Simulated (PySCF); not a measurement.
Numbering as in the mapped SMILES `[NH2:1][BH2-:2][NH3+:3]`. Each H is labelled by its parent atom.

Geometry: PBE0-D3(BJ)/def2-SVP; GIAO absolute shieldings from PySCF 2.14, gas phase, non-relativistic, averaged over equivalent atoms.

At PBE0/pcSseg-0 (41 basis functions, 1.9 s wall time on 1 thread of an Arm Neoverse V2, shared host):
```json
{"atoms": "N3", "σ (ppm)": "211.2"}
{"atoms": "N1", "σ (ppm)": "250.1"}
{"atoms": "B2", "σ (ppm)": "118.6"}
{"atoms": "H(B2)", "σ (ppm)": "28.92"}
{"atoms": "H(N3)", "σ (ppm)": "31.13"}
{"atoms": "H(N1)", "σ (ppm)": "32.78"}
```

Q: Predict the values at HF/pcSseg-2 on the same geometry.

A: 
| atoms | σ at HF/pcSseg-2 | change |
| --- | --- | --- |
| N3 | 212.1 | +0.9 |
| N1 | 248.8 | -1.3 |
| B2 | 120.3 | +1.7 |
| H(B2) | 29.12 | +0.20 |
| H(N3) | 29.29 | -1.84 |
| H(N1) | 31.35 | -1.43 |

The largest change is at H(N3) (hydrogen on a donor nitrogen of a Lewis adduct). Cost: 206 basis functions, 5.3 s wall time on 1 thread of an Arm Neoverse V2, shared host.
